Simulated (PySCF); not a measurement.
**Choosing a basis for TDDFT**

Species: SiO.
Cartesian coordinates in Å at the PBE0-D3(BJ)/def2-SVP level; atoms count from 1:
```
atom  x, y, z in Å
O1     0.7643   -0.0069   -0.0043
Si2   -0.7588    0.0095   -0.0240
```

TDDFT with PBE0 (PySCF), vertical singlets, core orbitals frozen in the response, spherical d and f functions. Isolated species at its PBE0-D3(BJ)/def2-SVP geometry, gas phase.

Question: How do the low singlets change with the basis? Take 6-31G*, def2-SVP, 6-31+G*, def2-SVPD, aug-cc-pVDZ, def2-TZVP, def2-TZVPD and aug-cc-pVTZ.

Answer: 

```json
{"basis": "6-31G*", "functions": "32", "diffuse": "no", "S1 (eV)": "5.35", "S2 (eV)": "5.53", "S3 (eV)": "5.53", "S4 (eV)": "5.68", "S5 (eV)": "5.68", "LUMO (eV)": "-1.71", "α (au)": "23.3"}
{"basis": "def2-SVP", "functions": "32", "diffuse": "no", "S1 (eV)": "5.39", "S2 (eV)": "5.53", "S3 (eV)": "5.53", "S4 (eV)": "5.71", "S5 (eV)": "5.71", "LUMO (eV)": "-1.73", "α (au)": "23.2"}
{"basis": "6-31+G*", "functions": "40", "diffuse": "yes", "S1 (eV)": "5.35", "S2 (eV)": "5.47", "S3 (eV)": "5.47", "S4 (eV)": "5.63", "S5 (eV)": "5.63", "LUMO (eV)": "-2.07", "α (au)": "26.4"}
{"basis": "def2-SVPD", "functions": "47", "diffuse": "yes", "S1 (eV)": "5.41", "S2 (eV)": "5.53", "S3 (eV)": "5.53", "S4 (eV)": "5.68", "S5 (eV)": "5.68", "LUMO (eV)": "-2.05", "α (au)": "29.2"}
{"basis": "aug-cc-pVDZ", "functions": "50", "diffuse": "yes", "S1 (eV)": "5.36", "S2 (eV)": "5.46", "S3 (eV)": "5.46", "S4 (eV)": "5.63", "S5 (eV)": "5.63", "LUMO (eV)": "-2.08", "α (au)": "29.3"}
{"basis": "def2-TZVP", "functions": "68", "diffuse": "no", "S1 (eV)": "5.30", "S2 (eV)": "5.42", "S3 (eV)": "5.42", "S4 (eV)": "5.55", "S5 (eV)": "5.55", "LUMO (eV)": "-1.99", "α (au)": "27.0"}
{"basis": "def2-TZVPD", "functions": "83", "diffuse": "yes", "S1 (eV)": "5.30", "S2 (eV)": "5.41", "S3 (eV)": "5.41", "S4 (eV)": "5.54", "S5 (eV)": "5.54", "LUMO (eV)": "-2.08", "α (au)": "29.8"}
{"basis": "aug-cc-pVTZ", "functions": "96", "diffuse": "yes", "S1 (eV)": "5.30", "S2 (eV)": "5.39", "S3 (eV)": "5.39", "S4 (eV)": "5.55", "S5 (eV)": "5.55", "LUMO (eV)": "-2.09", "α (au)": "29.7"}
```

States are compared by their number. Against the largest diffuse basis here (aug-cc-pVTZ, itself not a converged limit), sets without diffuse functions differ by up to 0.09 eV in S1 and 0.17 eV in S5; the smaller diffuse sets differ by up to 0.11 and 0.14 eV. State by state, the largest deviation of a set without diffuse functions is S1 0.09, S2 0.13, S3 0.13, S4 0.17, S5 0.17 eV. The same number needn't mean the same state in each row. Against aug-cc-pVTZ the polarisability deviates by -22% in 6-31G*, -22% in def2-SVP, -11% in 6-31+G*, -2% in def2-SVPD, -1% in aug-cc-pVDZ, -9% in def2-TZVP, 0% in def2-TZVPD.
